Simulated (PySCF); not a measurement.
# Excitation energies in several basis sets

Hydrogen boron sulfide, BHS.
InChI=1S/BHS/c1-2/h1H

TDDFT with PBE0 (PySCF), vertical singlets, core orbitals frozen in the response, spherical d and f functions. Isolated species at its PBE0-D3(BJ)/def2-SVP geometry, gas phase.

```csv
basis,functions,diffuse,S1 (eV),S2 (eV),S3 (eV),S4 (eV),S5 (eV),LUMO (eV),α (au)
6-31G*,34,no,5.39,5.64,5.64,8.00,8.00,-0.97,24.6
def2-SVP,37,no,5.39,5.65,5.65,7.99,7.99,-1.00,24.7
6-31+G*,42,yes,5.32,5.55,5.55,7.73,7.73,-1.23,27.9
def2-SVPD,55,yes,5.29,5.52,5.52,7.85,7.85,-1.28,34.2
aug-cc-pVDZ,59,yes,5.28,5.51,5.51,7.72,7.72,-1.25,33.9
def2-TZVP,74,no,5.25,5.48,5.48,7.83,7.83,-1.21,30.8
def2-TZVPD,92,yes,5.22,5.44,5.44,7.67,7.67,-1.27,34.6
aug-cc-pVTZ,119,yes,5.25,5.46,5.46,7.63,7.63,-1.27,34.5
```

Compare the sets with the largest diffuse one.

States are compared by their number. Against the largest diffuse basis here (aug-cc-pVTZ, itself not a converged limit), sets without diffuse functions differ by up to 0.14 eV in S1 and 0.36 eV in S5; the smaller diffuse sets differ by up to 0.07 and 0.21 eV. State by state, the largest deviation of a set without diffuse functions is S1 0.14, S2 0.19, S3 0.19, S4 0.36, S5 0.36 eV. The same number needn't mean the same state in each row. Against aug-cc-pVTZ the polarisability deviates by -29% in 6-31G*, -28% in def2-SVP, -19% in 6-31+G*, -1% in def2-SVPD, -2% in aug-cc-pVDZ, -11% in def2-TZVP, 0% in def2-TZVPD. A single + in a Pople set puts diffuse functions on heavy atoms only.
